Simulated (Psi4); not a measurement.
**doublet [SF2]+: levels of theory compared**

Aim: a comparison of 5 runs (U-r2SCAN/def2-TZVP, U-revPBE/def2-TZVP, UBLYP/def2-TZVP, UPBE/def2-TZVP, UTPSS/def2-TZVP) of doublet [SF2]+. 

The calculation is run with Psi4 1.11.

1 further run of the same task is left out (set aside as unsound or not needed).

## 1. The structure to begin with

The species is [SF2]+ (3 atoms), meant as a doublet with charge +1. SMILES of the parent species: `FSF`. The shape is that of a PBE0-D4/def2-TZVP optimisation. That shape belongs to the parent species and isn't relaxed for this state.

Bond lengths: F1–S2 1.590 Å, S2–F3 1.590 Å. Angles: F1–S2–F3 98.6°.

## 2. Energy and gradient at U-r2SCAN/def2-TZVP (run 1)

Input file job.in:

```
memory 2200 MB

molecule {
  1 2
  F      0.440140     1.116450     0.365400
  S     -0.601990     0.126530    -0.315250
  F      0.161840    -1.242970    -0.050150
  units angstrom
  symmetry c1
  no_reorient
  no_com
}

set reference uks
set puream true
set e_convergence 1e-09
set d_convergence 1e-08
set scf_type pk
set dft_radial_points 99
set dft_spherical_points 590
set maxiter 100

result, w = gradient("r2scan/def2-TZVP", return_wfn=True)
print_variables()
```

Started as:

```console
$ psi4 -n 1 job.in job.out
```

job.out:

```text
[...]
  Running in c1 symmetry.
[...]
  Nuclear repulsion =  113.601141047721853
[...]
  Multiplicity = 2
[...]
  Nalpha       = 17
  Nbeta        = 16
[...]
    Number of basis functions: 99
[...]
   @UKS iter   1:  -597.38866375874966    2.77250e-01   4.55200e-03 ADIIS/DIIS
[...]
   @UKS iter  13:  -597.45478559312357   -3.41061e-13   4.27002e-09 DIIS
[...]
   @S^2 Observed:                7.570714165E-01
[...]
    Orbital Energies [Eh]
    ---------------------
    Alpha Occupied:
       1A    -89.075444     2A    -24.868174     3A    -24.868171
       4A     -8.364648     5A     -6.311722     6A     -6.309669
       7A     -6.306906     8A     -1.553221     9A     -1.509419
      10A     -1.047367    11A     -0.852640    12A     -0.807800
      13A     -0.802915    14A     -0.739416    15A     -0.721709
      16A     -0.715229    17A     -0.590939
    Alpha Virtual:
      18A     -0.416930    19A     -0.386260    20A     -0.047146
      21A     -0.028161    22A     -0.011654    23A      0.013016
      24A      0.029423    25A      0.042142    26A      0.067339
[...]
  @UKS Final Energy:  -597.45478559312357
   => Energetics <=
    Nuclear Repulsion Energy =            113.6011410477218533
    One-Electron Energy =               -1042.5394376053830001
    Two-Electron Energy =                 377.6053149780252625
    DFT Exchange-Correlation Energy =     -46.1218040134876688
    Empirical Dispersion Energy =           0.0000000000000000
    VV10 Nonlocal Energy =                  0.0000000000000000
    Total Energy =                       -597.4547855931235745
[...]
 Multipole Moments:
 ------------------------------------------------------------------------------------
     Multipole            Electronic (a.u.)      Nuclear  (a.u.)        Total (a.u.)
 ------------------------------------------------------------------------------------
 L = 1.  Multiply by 2.5417464519 to convert [e a0] to [Debye]
 Dipole X            :          6.9212950           -7.9633437           -1.0420487
 Dipole Y            :         -1.4549011            1.6739194            0.2190183
 Dipole Z            :          3.6244528           -4.1701531           -0.5457003
 Magnitude           :                                                    1.1965046
[...]
  -Total Gradient:
     Atom            X                  Y                   Z
    ------   -----------------  -----------------  -----------------
       1        0.035676815534     0.028110616857     0.022656879021
       2       -0.062756218617     0.013188471097    -0.032864540591
       3        0.027478512937    -0.041382965892     0.010416669355
[...]
```

Wall time 83 s (1 thread of Intel Xeon at 2.50GHz (Skylake/Cascade Lake), shared host); peak memory 0.88 GiB.

## 3. A single-point energy at U-revPBE/def2-TZVP (run 2)

Input file f2s.xyz:

```xyz
3
F2S
F      0.440140     1.116450     0.365400
S     -0.601990     0.126530    -0.315250
F      0.161840    -1.242970    -0.050150
```

Input file calc.py:

```python
import psi4

psi4.set_memory(2200000000)
psi4.set_num_threads(1)
psi4.set_output_file('run.log', False)

with open('f2s.xyz') as f:
    atoms = ''.join(f.readlines()[2:])
geom = psi4.geometry('1 2\n' + atoms + 'symmetry c1\nno_reorient\nno_com')

options = {'basis': 'def2-TZVP', 'reference': 'uks', 'puream': True, 'e_convergence': 1e-09, 'd_convergence': 1e-08, 'scf_type': 'pk', 'dft_radial_points': 99, 'dft_spherical_points': 590, 'maxiter': 100}
psi4.set_options(options)

e_tot = psi4.energy("revpbe")
print('E =', round(e_tot, 9))
```

Started as:

```console
$ python calc.py
```

run.log:

```text
[...]
  Running in c1 symmetry.
[...]
  Nuclear repulsion =  113.601141047721853
[...]
  Multiplicity = 2
[...]
  Nalpha       = 17
  Nbeta        = 16
[...]
    Number of basis functions: 99
[...]
   @UKS iter   1:  -597.37729338264148    2.90134e-01   4.45738e-03 ADIIS/DIIS
[...]
   @UKS iter  12:  -597.43504588269616   -3.52429e-12   6.33305e-09 DIIS
[...]
   @S^2 Observed:                7.534872955E-01
[...]
    Orbital Energies [Eh]
    ---------------------
    Alpha Occupied:
       1A    -88.587282     2A    -24.645670     3A    -24.645666
       4A     -8.179655     5A     -6.197501     6A     -6.192392
       7A     -6.192364     8A     -1.491497     9A     -1.447455
      10A     -1.013322    11A     -0.829620    12A     -0.785536
      13A     -0.775667    14A     -0.714949    15A     -0.701048
      16A     -0.693114    17A     -0.569615
    Alpha Virtual:
      18A     -0.420753    19A     -0.387958    20A     -0.064607
      21A     -0.045225    22A     -0.039752    23A     -0.016558
      24A     -0.015203    25A     -0.001820    26A      0.030567
[...]
  @UKS Final Energy:  -597.43504588269616
   => Energetics <=
    Nuclear Repulsion Energy =            113.6011410477218533
    One-Electron Energy =               -1042.5217979703743367
    Two-Electron Energy =                 377.5644334295101316
    DFT Exchange-Correlation Energy =     -46.0788223895537783
    Empirical Dispersion Energy =           0.0000000000000000
    VV10 Nonlocal Energy =                  0.0000000000000000
    Total Energy =                       -597.4350458826961585
[...]
 Multipole Moments:
 ------------------------------------------------------------------------------------
     Multipole            Electronic (a.u.)      Nuclear  (a.u.)        Total (a.u.)
 ------------------------------------------------------------------------------------
 L = 1.  Multiply by 2.5417464519 to convert [e a0] to [Debye]
 Dipole X            :          6.9628519           -7.9633437           -1.0004918
 Dipole Y            :         -1.4636353            1.6739194            0.2102841
 Dipole Z            :          3.6462155           -4.1701531           -0.5239376
 Magnitude           :                                                    1.1487880
[...]
```

The script printed:

```text
E = -597.435045883
```

It took 20 s on 1 thread of Intel Xeon at 2.50GHz (Skylake/Cascade Lake), shared host; peak memory 0.78 GiB.

Runs 3 to 4 aren't shown in full; the table further down has their settings and results.

## 4. Energy and gradient at UTPSS/def2-TZVP (run 5)

Input file calc.in:

```
memory 2.2 GB

molecule {
  1 2
  F      0.440140     1.116450     0.365400
  S     -0.601990     0.126530    -0.315250
  F      0.161840    -1.242970    -0.050150
  symmetry c1
}

set {
  basis                def2-TZVP
  reference            uks
  puream               true
  e_convergence        1e-09
  d_convergence        1e-08
  scf_type             pk
  dft_radial_points    99
  dft_spherical_points 590
  maxiter              100
}

E, wfn = gradient("tpss", return_wfn=True)
oeprop(wfn, "MAYER_INDICES", "LOWDIN_CHARGES", "WIBERG_LOWDIN_INDICES", title="TPSS")
```

Started as:

```console
$ psi4 -i calc.in -o calc.out -n 1
```

calc.out:

```text
[...]
  Running in c1 symmetry.
[...]
  Nuclear repulsion =  113.601141047721853
[...]
  Multiplicity = 2
[...]
  Nalpha       = 17
  Nbeta        = 16
[...]
    Number of basis functions: 99
[...]
   @UKS iter   1:  -597.53967884694816    2.87895e-01   4.65871e-03 ADIIS/DIIS
[...]
   @UKS iter  12:  -597.60463005331678   -4.32010e-12   8.46509e-09 DIIS
[...]
   @S^2 Observed:                7.547368886E-01
[...]
    Orbital Energies [Eh]
    ---------------------
    Alpha Occupied:
       1A    -88.886715     2A    -24.789422     3A    -24.789419
       4A     -8.245194     5A     -6.227139     6A     -6.222519
       7A     -6.221915     8A     -1.515431     9A     -1.472411
      10A     -1.026648    11A     -0.835576    12A     -0.794014
      13A     -0.786486    14A     -0.724412    15A     -0.708447
      16A     -0.700669    17A     -0.580181
    Alpha Virtual:
      18A     -0.419439    19A     -0.386573    20A     -0.057929
      21A     -0.038416    22A     -0.032895    23A     -0.007602
      24A     -0.005393    25A      0.005299    26A      0.038668
[...]
  @UKS Final Energy:  -597.60463005331678
   => Energetics <=
    Nuclear Repulsion Energy =            113.6011410477218533
    One-Electron Energy =               -1042.5601534032111886
    Two-Electron Energy =                 377.6160320756396231
    DFT Exchange-Correlation Energy =     -46.2616497734670418
    Empirical Dispersion Energy =           0.0000000000000000
    VV10 Nonlocal Energy =                  0.0000000000000000
    Total Energy =                       -597.6046300533167823
[...]
 Multipole Moments:
 ------------------------------------------------------------------------------------
     Multipole            Electronic (a.u.)      Nuclear  (a.u.)        Total (a.u.)
 ------------------------------------------------------------------------------------
 L = 1.  Multiply by 2.5417464519 to convert [e a0] to [Debye]
 Dipole X            :         -0.0137248           -0.8932284           -0.9069532
 Dipole Y            :          0.0025619            0.1671378            0.1696997
 Dipole Z            :         -0.0000000            0.0000000           -0.0000000
 Magnitude           :                                                    0.9226929
[...]
  -Total Gradient:
     Atom            X                  Y                   Z
    ------   -----------------  -----------------  -----------------
       1        0.034188817789     0.020796697969     0.000000000000
       2       -0.058460629457     0.010937092377     0.000000000000
       3        0.024354805679    -0.031749311724    -0.000000000000
[...]
```

Run time: 85 s. Hardware: 1 thread of Intel Xeon at 2.50GHz (Skylake/Cascade Lake), shared host; peak memory 0.88 GiB.

## 5. The series

| run | level | task | energy (Eh) | HOMO energy (eV) | LUMO energy (eV) | ⟨S²⟩ | wall time |
| --- | --- | --- | --- | --- | --- | --- | --- |
| 1 | U-r2SCAN/def2-TZVP | gradient | -597.454786 | -16.08 | -13.76 | 0.757 | 83 s |
| 2 | U-revPBE/def2-TZVP | energy | -597.435046 | -15.50 | -13.90 | 0.753 | 20 s |
| 3 | UBLYP/def2-TZVP | gradient | -597.567949 | -15.42 | -13.97 | 0.753 | 35 s |
| 4 | UPBE/def2-TZVP | gradient | -597.219413 | -15.54 | -13.99 | 0.753 | 38 s |
| 5 | UTPSS/def2-TZVP | gradient | -597.604630 | -15.79 | -13.94 | 0.755 | 85 s |

## 6. Outcome

```
                                 quantity          value
                      run 5: total energy  -597.60463 Eh
run 5: HOMO energy (highest over α and β)      -15.79 eV
 run 5: LUMO energy (lowest over α and β)      -13.94 eV
                              run 5: ⟨S²⟩          0.755
          run 5: largest force on an atom     3.058 eV/Å
```

What this shows: Totals of different functionals can't be ranked against each other. All runs together took 4.3 min, the longest 85 s.
